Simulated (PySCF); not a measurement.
## Multinuclear NMR of C5H8O

Bonds (- single, = double, # triple, : aromatic): C1-C2 1.482 Å, C2=C3 1.331 Å, C3-C4 1.482 Å, C4-C5 1.505 Å, C4=O6 1.211 Å. C1 carries H7, H8, H9; C2 carries H10; C3 carries H11; C5 carries H12, H13, H14. Stereochemistry as in C/C=C/C(C)=O.

- geometry: PBE0-D3(BJ)/def2-TZVP
- NMR shieldings at B97-2/pcSseg-2/GIAO
- program: PySCF 2.14
- one computed conformer, non-relativistic Hamiltonian, no solvent, averaged over atoms made equivalent by symmetry, fast rotation or ring inversion

Problem. Predict the ¹⁷O NMR data.

Solution. 
| atoms | environment | σ (ppm) | δ (ppm) |
| --- | --- | --- | --- |
| O6 | ketone oxygen | -266.0 | 526.0 |

Shieldings were converted by a linear fit to measured shifts: ¹⁷O (scatter 12.2 ppm rms vs liquid water, solution or neat liquid). Occasional misses reach two or three times the rms, and more in compound classes unlike the fitted ones.

On a 600 MHz spectrometer ¹⁷O resonates near 81.3 MHz, so 1 ppm is 81.3 Hz.
